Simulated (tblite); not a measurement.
Species: C₄H₇OS (doublet state).
Geometry (GFN2-xTB, Å), atoms numbered from 1 in this order:
```xyz
13
C4H7OS angstrom
C     -1.7014   -0.7183   -0.4560
C     -0.4680    0.0588   -0.1750
S     -0.5971    1.6401    0.5151
C      0.8264   -0.4799   -0.4663
C      2.0193    0.3911   -0.1426
O      0.9471   -1.6005   -0.9568
H     -2.3480   -0.1956   -1.1638
H     -2.2764   -0.8970    0.4550
H     -1.4080   -1.6756   -0.8831
H     -1.9316    1.6617    0.5825
H      2.0398    0.6212    0.9216
H      2.9307   -0.1337   -0.4151
H      1.9628    1.3283   -0.6943
```

Computed with GFN2-xTB (tblite): harmonic, unscaled wavenumbers at the GFN2-xTB geometry, gas phase. The method is semi-empirical: single wavenumbers can be off by several per cent or more. Modes of hydrogen on sulfur can be 10 to 20 % off. One conformer, not necessarily the lowest. Open shells enter through the occupations alone, without spin polarisation, and single modes of such species can be off by tens of per cent.

Harmonic wavenumbers (cm⁻¹): 93.5, 116.7, 127.8, 202.5, 259.0, 264.9, 307.1, 421.1, 474.9, 547.1, 676.1, 850.1, 910.2, 986.1, 988.2, 1000.5, 1099.7, 1171.1, 1341.2, 1375.3, 1384.8, 1451.5, 1456.2, 1456.5, 1467.3, 1612.3, 2396.4, 2960.9, 2979.9, 3010.7, 3017.3, 3037.0, 3059.9.

A = 3983, B = 2481, C = 1559 MHz; mass 103.022 u (most abundant isotopes); point group Cs, symmetry number 1; spin multiplicity 2.

Q: Zero-point energy?

A: Half the sum of the wavenumbers: 21252 cm⁻¹ = 254.23 kJ/mol.

Q: Entropy at 273.15 K, 1 bar (ideal gas, RRHO, classical rotation)?

A: Translation 164.84, rotation 113.70, vibration 75.55, spin (R ln 2) 5.76: S = 359.9 J/(mol K).

Q: And Cp and H(273.15 K) − H(0)?

A: Cp = 114.94 J/(mol K), of which vibrations give 81.68 (their classical limit is 33 R = 274.4); H(273.15 K) − H(0) = 20.66 kJ/mol without the zero-point energy, 11.57 from vibrations.

Q: Blend soft modes into free rotors: weight 1/[1 + (100 cm⁻¹/ν̃)⁴] for the oscillator and the rest for a rotor with moment μB/(μ + B), μ = h/(8π²ν), B = 10⁻⁴⁴ kg m². What vibrational entropy results?

A: 73.43 J/(mol K) in place of 75.55, which changes −T·S at 273.15 K by +0.58 kJ/mol.

Q: How do the functions run with temperature in this model?

A: 
```
 T (K)  S (J/(mol K))  Cp (J/(mol K))  H − H(0) (kJ/mol)  G − H(0) (kJ/mol)  ln q(vib)
   150          301.3            82.9               8.44             -36.76       1.68
   250          349.9           109.1              18.06             -69.42       3.56
298.15          370.2           121.2              23.61             -86.77       4.46
   400          409.3           145.9              37.23            -126.50       6.32
   600          476.4           185.6              70.60            -215.26       9.81
   900          559.8           225.2             132.69            -371.14      14.63
```

q(vib) and H(0) count from the zero-point level.

Hindered rotation and anharmonicity are outside this model. Other conformers, if any are populated, would add a mixing term that is left out.
